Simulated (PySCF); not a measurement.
**Potential energy of NO⁺ along the bond**

Set-up: basis N 6-31G(d,p), O 6-31G(d,p); no relativity; PySCF 2.14. Energies in eV from N + O⁺ in their ground configurations at the same level. State: ¹Σ⁺ (singlet), closed shell.

Curves on a restricted Hartree–Fock reference rise too fast on stretching and do not dissociate correctly.

```json
{"R (Å)": "0.921", "BHandHLYP": "-6.998", "PBE0": "-7.792", "RHF-CCSD": ""}
{"R (Å)": "0.964", "BHandHLYP": "-8.477", "PBE0": "-9.363", "RHF-CCSD": "-7.809"}
{"R (Å)": "1.007", "BHandHLYP": "-9.260", "PBE0": "-10.239", "RHF-CCSD": "-8.789"}
{"R (Å)": "1.039", "BHandHLYP": "-9.501", "PBE0": "-10.552", "RHF-CCSD": "-9.175"}
{"R (Å)": "1.071", "BHandHLYP": "-9.511", "PBE0": "-10.634", "RHF-CCSD": "-9.327"}
{"R (Å)": "1.103", "BHandHLYP": "-9.341", "PBE0": "-10.536", "RHF-CCSD": "-9.296"}
{"R (Å)": "1.146", "BHandHLYP": "-8.901", "PBE0": "-10.194", "RHF-CCSD": "-9.041"}
{"R (Å)": "1.200", "BHandHLYP": "-8.116", "PBE0": "-9.530", "RHF-CCSD": "-8.480"}
{"R (Å)": "1.264", "BHandHLYP": "-6.962", "PBE0": "-8.520", "RHF-CCSD": "-7.591"}
{"R (Å)": "1.349", "BHandHLYP": "-5.265", "PBE0": "-7.010", "RHF-CCSD": ""}
```

Q: Put a parabola through the three lowest points of the BHandHLYP curve and estimate Re, k and ωe (reduced mass 7.466 u; 1 eV/Å² = 0.16022 mdyn/Å; ωe = 1302.8·√(k/μ) cm⁻¹).

A: Through R = 1.039, 1.071, 1.103 Å the second-order coefficient is 87.9 eV/Å², so Re ≈ 1.057 Å, k ≈ 28.2 mdyn/Å and ωe ≈ 2530 cm⁻¹. A polynomial fit of higher order to the unrounded BHandHLYP energies gives Re = 1.056 Å, k = 31.2 mdyn/Å, ωe = 2663 cm⁻¹; anharmonicity and rounding make the difference.

The higher-order fit for each curve: BHandHLYP: Re = 1.056 Å, ωe = 2663 cm⁻¹, De = 9.53 eV; PBE0: Re = 1.068 Å, ωe = 2540 cm⁻¹, De = 10.63 eV; RHF-CCSD: Re = 1.081 Å, ωe = 2439 cm⁻¹, De = 9.33 eV.

Correlated steps freeze 2 core orbitals. Correlated levels converge slowly with the basis: in double zeta they bind strong bonds too weakly, by up to about 1 eV, and carry superposition errors of some tenths. For an ion De counts to the pair picked by the measured ionisation energies or electron affinities, which need not be the lowest pair at this level. Where the molecule has an RHF reference, its open-shell atoms are computed with UHF.
